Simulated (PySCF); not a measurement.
Atomic charges by several schemes

Compound: 1,1,1-trichloro-2-fluoroethane, C₂H₂Cl₃F.
Atom-mapped SMILES: `[F:1][CH2:2][C:3]([Cl:4])([Cl:5])[Cl:6]` (hydrogens: H7, H8 on C2)

Geometry (PBE0-D3(BJ)/def2-SVP, Å), atoms numbered from 1 in this order:
```
atom  x, y, z in Å
F1     0.6301   -1.2176    1.1775
C2     0.4183    0.0366    0.7140
C3    -0.3464    0.0024   -0.6047
Cl4   -1.9204   -0.7767   -0.3742
Cl5    0.5848   -0.8817   -1.8257
Cl6   -0.5719    1.6896   -1.1174
H7     1.3812    0.5429    0.5366
H8    -0.1795    0.6139    1.4380
```

Density: PBE0/pcSseg-1 (PySCF); schemes: Mulliken, IAO, Hirshfeld and ESP-fitted. Geometry: PBE0-D3(BJ)/def2-SVP; no solvent, vibrations or thermal averaging.

Q: What partial charge does each atom carry?

A: In e:

```
atom               environment  Mulliken     IAO  Hirshfeld  ESP-fitted
  F1            alkyl fluorine    -0.296  -0.295     -0.099      -0.093
  C2            sp3 C–F carbon    +0.311  +0.042      0.000      -0.145
  C3               CCl3 carbon    -0.428  +0.004     +0.085      -0.519
 Cl4  chlorine of a CCl3 group    +0.050  -0.020     -0.030      +0.122
 Cl5  chlorine of a CCl3 group    +0.049  -0.021     -0.030      +0.122
 Cl6  chlorine of a CCl3 group    +0.035  -0.033     -0.021      +0.085
  H7        methylene hydrogen    +0.140  +0.162     +0.048      +0.214
  H8        methylene hydrogen    +0.140  +0.162     +0.048      +0.214
```

Mean size of the charges over all atoms: ESP-fitted 0.189 e, Mulliken 0.181 e, IAO 0.092 e, Hirshfeld 0.045 e. Each set sums to the total charge, 0, to within 0.001 e. The Mulliken scheme gives each basis function's population to the atom it is centred on and halves the overlap population of two atoms between them.

Lowest charge. The schemes don't all agree: Mulliken C3 (-0.428); IAO F1 (-0.295); Hirshfeld F1 (-0.099); ESP-fitted C3 (-0.519).

Highest charge. The schemes don't all agree: Mulliken C2 (+0.311); IAO H7 and H8 (+0.162); Hirshfeld C3 (+0.085); ESP-fitted H7 and H8 (+0.214).

Q: Sum the charges by element, for elements with more than one atom.

A: 
| element | atoms | Mulliken | IAO | Hirshfeld | ESP-fitted |
| --- | --- | --- | --- | --- | --- |
| C | 2 | -0.117 | +0.046 | +0.085 | -0.664 |
| Cl | 3 | +0.134 | -0.075 | -0.082 | +0.329 |
| H | 2 | +0.279 | +0.324 | +0.096 | +0.428 |

Q: How many electrons does the Mulliken scheme count on Cl6?

A: Z − q = 17 − (+0.035) = 16.965.

Q: How closely do the schemes follow one another over all atoms?

A: Correlation coefficient and root-mean-square difference: IAO with Hirshfeld 0.80, 0.095 e; Mulliken with ESP-fitted 0.67, 0.188 e; Mulliken with IAO 0.58, 0.185 e; IAO with ESP-fitted 0.33, 0.226 e; Mulliken with Hirshfeld 0.03, 0.232 e; Hirshfeld with ESP-fitted -0.23, 0.250 e.

These values come from a run that also computed NMR shieldings. The run took 11 s on an Arm Neoverse V1 with one thread, no GPU, on a shared host.
